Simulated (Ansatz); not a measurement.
```yaml
crystal:
  periodic: [false, false, false]
  atoms:
    - {symbol: C, position_ang: [-0.510257, -0.235503, 0.926629]}
    - {symbol: O, position_ang: [-0.334824, 0.365335, 0.390615]}
    - {symbol: C, position_ang: [-0.179850, 0.130002, -0.313550]}
    - {symbol: C, position_ang: [0.695835, -0.268940, -0.183105]}
    - {symbol: N, position_ang: [-0.052738, 0.629702, -0.988565]}
    - {symbol: H, position_ang: [-0.892511, 0.161203, 1.419450]}
    - {symbol: H, position_ang: [-1.254985, -0.660596, 0.754921]}
    - {symbol: H, position_ang: [-0.090321, -0.750581, 1.131192]}
    - {symbol: H, position_ang: [-0.550557, -0.327420, -0.594997]}
    - {symbol: H, position_ang: [1.502136, 0.157033, -0.099173]}
    - {symbol: H, position_ang: [0.866285, -0.833652, 0.174779]}
    - {symbol: H, position_ang: [0.815555, -0.609332, -0.825260]}
    - {symbol: H, position_ang: [-0.837738, 0.996946, -0.871678]}
    - {symbol: H, position_ang: [0.296086, 1.167639, -1.024487]}
basis:
  gaussian: {orbitals: def2-TZVP, fitting: {mean_field: def2-universal-jkfit}}
hamiltonian: {xc: {name: SPW92}}
```

```sh
$ ansatz run in.yaml --threads 4 --pin off --events-out ev --progress --plain --max-ram 10444MiB
```

It prints (some lines left out):

```
Functional definition: SPW92
  name "SPW92"
  cite "Dirac, Proc. Camb. Phil. Soc. 26, 376 (1930) doi:10.1017/S0305004100016108"
  cite "Slater, Phys. Rev. 81, 385 (1951) doi:10.1103/PhysRev.81.385"
  cite "Perdew & Wang, Phys. Rev. B 45, 13244 (1992) doi:10.1103/PhysRevB.45.13244"
  exchange = slater_x
  correlation = pw_c
541 factors; integrals over basis functions are off by at most 8.5e-1 eV
mean field evaluation 1: about -6485.0543 eV, gradient 2.6e2 eV
mean field evaluation 2: about -5741.8559 eV, gradient 6.2e2 eV
mean field evaluation 4: about -6580.5106 eV, gradient 4.7e1 eV
mean field evaluation 8: about -6583.6080 eV, gradient 2.9e-1 eV
mean field evaluation 16: about -6583.6005 eV, gradient 1.5e-4 eV
mean field -6583.60050135 eV, -241.9428559000 hartree, gradient 6.6e-5 eV, S^2 0.000000; 0 other end points of the search recorded, 0 dependent functions left out
reference -6583.60053422 eV, -241.9428571079 hartree; 21, 21 occupied and 188, 188 virtual orbitals, 541 factors
Total energy: -6583.60053422 eV, -241.9428571079 hartree
```

In this input the geometry is squeezed to about two thirds of its size. The run converged. The result belongs to that input, not to the molecule as meant.
